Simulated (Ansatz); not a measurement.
**A ladder of methods for AlH (SMILES [AlH])**

The species is AlH (2 atoms), meant as a singlet with charge 0. SMILES: `[AlH]`. The coordinates come from a PBE0-D4/def2-TZVP relaxation.

| atom | x (Å) | y (Å) | z (Å) |
| --- | --- | --- | --- |
| Al | 0.0000 | 0.0000 | -0.0256 |
| H | 0.0000 | 0.0000 | 1.6391 |

Each level gives the electronic atomisation energy (eV). The values are calculated. Electronic energies at fixed atoms, without zero-point motion or spin-orbit coupling.

```json
{"level": "HF/3-21G", "kind": "Hartree–Fock", "program": "Ansatz", "value (eV)": "2.05", "less FCI/3-21G": "-0.47", "CPU time (all runs)": "0.23 s"}
{"level": "PBE/3-21G", "kind": "GGA", "program": "Ansatz", "value (eV)": "2.88", "less FCI/3-21G": "+0.36", "CPU time (all runs)": "1.6 s"}
{"level": "B3LYP/3-21G", "kind": "global hybrid", "program": "Ansatz", "value (eV)": "2.99", "less FCI/3-21G": "+0.47", "CPU time (all runs)": "2.1 s"}
{"level": "r2SCAN0/3-21G", "kind": "hybrid meta-GGA", "program": "Ansatz", "value (eV)": "2.84", "less FCI/3-21G": "+0.32", "CPU time (all runs)": "3.4 s"}
{"level": "HSE06/3-21G", "kind": "range-separated hybrid", "program": "Ansatz", "value (eV)": "2.83", "less FCI/3-21G": "+0.31", "CPU time (all runs)": "2.6 s"}
{"level": "wB97M-V/3-21G", "kind": "range-separated hybrid", "program": "Ansatz", "value (eV)": "3.13", "less FCI/3-21G": "+0.61", "CPU time (all runs)": "12 s"}
{"level": "BCCD(T)/3-21G", "kind": "coupled cluster or CI", "program": "Ansatz", "value (eV)": "2.51", "less FCI/3-21G": "-0.01", "CPU time (all runs)": "0.67 s"}
{"level": "CCSDTQ/3-21G", "kind": "coupled cluster or CI", "program": "Ansatz", "value (eV)": "2.52", "less FCI/3-21G": "0.00", "CPU time (all runs)": "3.1 s"}
{"level": "FCI/3-21G", "kind": "exact in the basis", "program": "Ansatz", "value (eV)": "2.52", "less FCI/3-21G": "0.00", "CPU time (all runs)": "0.27 s"}
```

FCI/3-21G is exact within its basis and frozen core, so for wave-function methods in that basis the difference is their error; functionals converge differently with the basis, so for them it is only a difference. The values span 2.05 to 3.13 eV. All rows use very small basis sets, so even the best lies far from the true value. Times are those of the runs behind each value, whatever else they computed, on shared processors of several kinds: orders of magnitude only.
